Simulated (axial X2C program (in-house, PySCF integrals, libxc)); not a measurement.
# Potential curves of Si₂, with spin–orbit coupling

Computed with an axial X2C code built on PySCF integrals. Two-component (2c) means X2C with spin–orbit coupling and atomic mean-field two-electron Coulomb and Gaunt terms. Basis: Si dyall-v3z [8s7p2d1f] (cores contracted in-house); Gaussian nuclei, density fitting, unrestricted open shells. Masses: Si 27.977 u.

State: Ω = 1 (⟨Sz⟩ = 1.00, ⟨Lz⟩ = 0.00 at PBE0). Energies in eV from the fragments at the same level (Si + Si). Fits are polynomials in 1 − R0/R over 0.85 to 1.23 times the lowest point R0.

```
 R (Å)     PBE0
1.9697  -2.4435
2.0602  -2.9375
2.1282  -3.1519
2.1961  -3.2632
2.2640  -3.2941
2.3432  -3.2519
2.4225  -3.1465
2.5244  -2.9457
2.6489  -2.6367
2.8300  -2.1258
```

The state is one determinant whose occupation by symmetry is held fixed; it was picked as the lowest of a PBE0 search that is not exhaustive. Dissociation energies refer to the lowest single-determinant-based atoms at the same level and basis. Density functionals use the spin component along the axis (collinear). The 2c atoms are single determinants rather than J levels; their spin–orbit lowering is only partly caught, and De is too large by that part. This holds for PBE0. Other states lie close and PBE0, whose exact exchange favours high spin, may order them wrongly; the determinant shown need not be the ground state. The nearest other 2c determinant of the search, Ω = 2, lies 0.37 eV up at the distance of the search. Without a current term, density functionals place determinants with orbital angular momentum somewhat too high. With several unpaired electrons one determinant need not be a pure state. Open-shell Ω = 0 determinants with evenly filled partner blocks cannot be reached by this program, so the Ω shown need not be the lowest component. This is the Ω = 1 component of a π² triplet; the 0⁺ component is not one determinant and can lie lowest.

(1) Fit the PBE0 curve near its minimum: give the equilibrium distance, the harmonic wavenumber and the well depth.

Answers

(1) At PBE0, 2c: Re = 2.261 Å, ωe ≈ 516 cm⁻¹, De = 3.29 eV to Si + Si; Be follows as 0.236 cm⁻¹.
